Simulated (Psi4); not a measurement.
**UB3LYP/6-31G(d) (spherical functions) run of BCl2 (SMILES Cl[B]Cl)**

Aim: the energy change on altering one bond length of BCl2 at UB3LYP/6-31G* (spherical functions), from 2 runs. 

The calculation is run with Psi4 1.11.

2 further runs of the same task are left out: 2 set aside as unsound or not needed.

### Step 1. The system as given

BCl2: 3 atoms, total charge 0, spin state doublet. SMILES: `Cl[B]Cl`. The shape is that of a PBE0-D4/def2-TZVP optimisation.

Bond lengths: Cl1–B2 1.720 Å, B2–Cl3 1.720 Å. Angles: Cl1–B2–Cl3 125.4°.

### Step 2. The energy at UB3LYP/6-31G(d) (spherical functions)

Input file bcl2.xyz:

```xyz
3
BCl2
Cl     0.371500    -1.525600     0.030000
B     -0.463900    -0.050300    -0.256900
Cl     0.081500     1.511100     0.213700
```

Input file run.py:

```python
import psi4

psi4.set_memory(1600000000)
psi4.set_num_threads(1)
psi4.core.set_output_file('bcl2.out', False)

with open('bcl2.xyz') as f:
    atoms = ''.join(f.readlines()[2:])
geom = psi4.geometry('0 2\n' + atoms + 'symmetry c1\nno_reorient\nno_com')

psi4.set_options({
    'basis': '6-31G*',
    'reference': 'uks',
    'puream': True,
    'e_convergence': 1e-09,
    'd_convergence': 1e-08,
    'scf_type': 'pk',
    'dft_radial_points': 99,
    'dft_spherical_points': 590,
    'maxiter': 100,
})

E = psi4.energy('b3lyp', molecule=geom)
print(f'total energy {E:.8f} hartree = {E * 27.211386:.5f} eV')
for k, v in sorted(psi4.core.scalar_variables().items()):
    print(f'{k:45s} {v:18.10f}')
```

Command:

```
python run.py
```

bcl2.out:

```text
[...]
  Running in c1 symmetry.
[...]
  Nuclear repulsion =  102.359078461763886
[...]
  Multiplicity = 2
[...]
  Nalpha       = 20
  Nbeta        = 19
[...]
    Number of basis functions: 50
[...]
   @UKS iter   1:  -945.21287018156852   -4.28899e-02   3.84715e-03 ADIIS/DIIS
[...]
   @UKS iter  12:  -945.23768419307646    9.09495e-13   1.07573e-09 DIIS
[...]
   @S^2 Observed:                7.519889729E-01
[...]
    Orbital Energies [Eh]
    ---------------------
    Alpha Occupied:
       1A   -101.556103     2A   -101.556085     3A     -9.490121
       4A     -9.490075     5A     -7.250771     6A     -7.250762
       7A     -7.245292     8A     -7.245281     9A     -7.243969
      10A     -7.243958    11A     -6.866644    12A     -0.888487
      13A     -0.856799    14A     -0.523100    15A     -0.451651
      16A     -0.401228    17A     -0.397117    18A     -0.352219
      19A     -0.342094    20A     -0.220971
    Alpha Virtual:
      21A     -0.070435    22A      0.072292    23A      0.122869
      24A      0.301481    25A      0.324933    26A      0.383787
[...]
  @UKS Final Energy:  -945.23768419307646
   => Energetics <=
    Nuclear Repulsion Energy =            102.3590784617638860
    One-Electron Energy =               -1507.0367637428944363
    Two-Electron Energy =                 508.2492539714636450
    DFT Exchange-Correlation Energy =     -48.8092528834094637
    Empirical Dispersion Energy =           0.0000000000000000
    VV10 Nonlocal Energy =                  0.0000000000000000
    Total Energy =                       -945.2376841930764613
[...]
 Multipole Moments:
 ------------------------------------------------------------------------------------
     Multipole            Electronic (a.u.)      Nuclear  (a.u.)        Total (a.u.)
 ------------------------------------------------------------------------------------
 L = 1.  Multiply by 2.5417464519 to convert [e a0] to [Debye]
 Dipole X            :        -10.1108425           10.1695611            0.0587186
 Dipole Y            :          0.9446339           -0.9410836            0.0035503
 Dipole Z            :         -5.3693929            5.4015932            0.0322003
 Magnitude           :                                                    0.0670622
[...]
```

Standard output:

```text
total energy -945.23768419 hartree = -25721.22749 eV
CURRENT ENERGY                                   -945.2376841931
CURRENT REFERENCE ENERGY                         -945.2376841931
DD SOLVATION ENERGY                                 0.0000000000
DFT FUNCTIONAL TOTAL ENERGY                      -945.2376841931
DFT TOTAL ENERGY                                 -945.2376841931
DFT VV10 ENERGY                                     0.0000000000
DFT XC ENERGY                                     -48.8092528834
GRID ELECTRONS ALPHA                               19.9999999923
GRID ELECTRONS BETA                                18.9999999825
GRID ELECTRONS TOTAL                               38.9999999748
NUCLEAR REPULSION ENERGY                          102.3590784618
ONE-ELECTRON ENERGY                             -1507.0367637429
PCM POLARIZATION ENERGY                             0.0000000000
PE ENERGY                                           0.0000000000
SCF ITERATION ENERGY                             -945.2376841931
SCF ITERATIONS                                     12.0000000000
SCF TOTAL ENERGY                                 -945.2376841931
TWO-ELECTRON ENERGY                               508.2492539715
XC GRID RADIAL POINTS                              99.0000000000
XC GRID SPHERICAL POINTS                          590.0000000000
XC GRID TOTAL POINTS                           158867.0000000000
```

It took 9.9 s on 1 thread of Intel Xeon Platinum 8259CL at 2.50GHz (Skylake/Cascade Lake), shared host; peak memory 0.42 GiB.

### Step 3. The distorted shape

Input file bcl2.dat:

```
memory 1600 mb

molecule mol {
  0 2
  Cl
  B 1 R2
  Cl 2 R3 1 A3

  R2 = 1.71951
  R3 = 2.5793
  A3 = 125.40165
  symmetry c1
}

set {
  basis                6-31G*
  reference            uks
  puream               true
  e_convergence        1e-09
  d_convergence        1e-08
  scf_type             pk
  dft_radial_points    99
  dft_spherical_points 590
  maxiter              100
}

energy("b3lyp")
```

Command:

```
psi4 -n 1 bcl2.dat bcl2.out
```

bcl2.out:

```text
[...]
  Running in c1 symmetry.
[...]
  Nuclear repulsion =   83.420253220598113
[...]
  Multiplicity = 2
[...]
  Nalpha       = 20
  Nbeta        = 19
[...]
    Number of basis functions: 50
[...]
   @UKS iter   1:  -945.06308231373282   -3.18021e-01   6.42429e-03 DIIS/ADIIS
[...]
   @UKS iter  16:  -945.15699638534522   -5.68434e-13   3.23709e-09 DIIS
[...]
   @S^2 Observed:                7.722960897E-01
[...]
    Orbital Energies [Eh]
    ---------------------
    Alpha Occupied:
       1A   -101.611133     2A   -101.507251     3A     -9.544779
       4A     -9.434482     5A     -7.305188     6A     -7.299703
       7A     -7.299061     8A     -7.200857     9A     -7.188041
      10A     -7.187866    11A     -6.936423    12A     -0.923587
      13A     -0.770985    14A     -0.550026    15A     -0.422856
      16A     -0.421948    17A     -0.374562    18A     -0.293962
      19A     -0.293229    20A     -0.283757
    Alpha Virtual:
      21A     -0.118247    22A     -0.088493    23A      0.065409
      24A      0.270807    25A      0.347794    26A      0.355802
[...]
  @UKS Final Energy:  -945.15699638534522
   => Energetics <=
    Nuclear Repulsion Energy =             83.4202532205981129
    One-Electron Energy =               -1469.2383094104970951
    Two-Electron Energy =                 489.3445297874874882
    DFT Exchange-Correlation Energy =     -48.6834699829337367
    Empirical Dispersion Energy =           0.0000000000000000
    VV10 Nonlocal Energy =                  0.0000000000000000
    Total Energy =                       -945.1569963853451100
[...]
 Multipole Moments:
 ------------------------------------------------------------------------------------
     Multipole            Electronic (a.u.)      Nuclear  (a.u.)        Total (a.u.)
 ------------------------------------------------------------------------------------
 L = 1.  Multiply by 2.5417464519 to convert [e a0] to [Debye]
 Dipole X            :         -1.6815014            0.6043845           -1.0771169
 Dipole Y            :          1.1381556            0.0647700            1.2029257
 Dipole Z            :         -0.0000000            0.0000000           -0.0000000
 Magnitude           :                                                    1.6146860
[...]
```

Wall time 11 s (1 thread of Intel Xeon Platinum 8259CL at 2.50GHz (Skylake/Cascade Lake), shared host); peak memory 0.4 GiB.

### Step 4. Summary of results

Level: UB3LYP/6-31G* (spherical functions).

| quantity | value |
| --- | --- |
| first shape: total energy | -945.23768 Eh |
| first shape: dipole moment | 0.17 D |
| first shape: HOMO energy (highest over α and β) | -6.01 eV |
| first shape: LUMO energy (lowest over α and β) | -2.06 eV |
| first shape: ⟨S²⟩ | 0.752 |
| distorted shape: total energy | -945.15700 Eh |
| distorted shape: dipole moment | 4.10 D |
| distorted shape: HOMO energy (highest over α and β) | -7.72 eV |
| distorted shape: LUMO energy (lowest over α and β) | -4.64 eV |
| distorted shape: ⟨S²⟩ | 0.772 |
| energy change with the B2–Cl3 bond stretched from 1.720 to 2.579 Å | 2.196 eV |

**Reading.** With the B2–Cl3 bond stretched from 1.720 to 2.579 Å the energy rises by 2.20 eV (212 kJ/mol). The first shape isn't relaxed at this level, so the change isn't measured from a minimum.
